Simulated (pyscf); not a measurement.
Optimised with ωB97X-D3(BJ)/def2-SVP in PySCF.

### Question
PBE/def2-TZVP puts the barrier of H₂N–Si(SiH₃)(SiH₃)–SiH₃ + ammonia (NH₃) → H₂N–SiH₂–Si(NH₂)(SiH₃)–SiH₃ + hydrogen (H₂) (four-centre exchange; singlet surface; H–Si, H–N broken, N–Si, H–H formed) at 163.0 kJ/mol and the reaction energy at -8.7 kJ/mol, from the separated reactants. What do PBE0-D3(BJ)/def2-TZVP, M06-2X/def2-TZVP, ωB97M-D3(BJ)/def2-TZVP give on the same structures?

### Answer
PBE0-D3(BJ): ΔE‡ = 166.6 kJ/mol, ΔE = -14.3 kJ/mol; M06-2X: ΔE‡ = 183.1 kJ/mol, ΔE = -29.0 kJ/mol; ωB97M-D3(BJ): ΔE‡ = 180.6 kJ/mol, ΔE = -18.2 kJ/mol. PBE's barrier lies under all of them, by 3.6 to 20.1 kJ/mol. Its reaction energy lies over all of them, by 5.7 to 20.3 kJ/mol. On the reactant side the descent ends in a complex (not fully relaxed), 29.7 kJ/mol under the separated species and 212.2 kJ/mol under the saddle at ωB97X-D3(BJ)/def2-TZVP. At the saddle there is also a short H–Si contact that neither side keeps. H₂N–Si(SiH₃)(SiH₃)–SiH₃ lies 53.0 kJ/mol over its isomer H₃Si–NH–SiH(SiH₃)–SiH₃ (electronic energy, ωB97M-D3(BJ)/def2-TZVP). This is the saddle that the search found; another between the same sides may lie lower.
